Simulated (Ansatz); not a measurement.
AlBH4S (`B[S][AlH2]`) at its PBE0-D4/def2-TZVP geometry, where that method's forces vanish. Charge 0, multiplicity 1.

```xyz
7

B    -1.4959    0.3600   -0.1322
S    -0.1981    0.1022   -1.3330
Al    1.4734   -0.3504    0.0319
H    -1.2899    0.2620    1.0397
H    -2.5789    0.6345   -0.5511
H     1.2199   -0.3550    1.5891
H     2.8695   -0.6533   -0.6443
```

Task: What forces (eV/Å) does PBE-D4/def2-TZVPP give on these atoms in Ansatz 0.2.0? (Best estimate.)

Result: The calculation gave: 
```
B1  -0.019  0.002  0.048
S2  -0.052  0.023 -0.254
Al3  0.076 -0.022  0.078
H4   0.027 -0.011  0.128
H5  -0.116  0.030 -0.060
H6  -0.022  0.000  0.118
H7   0.107 -0.023 -0.058
```
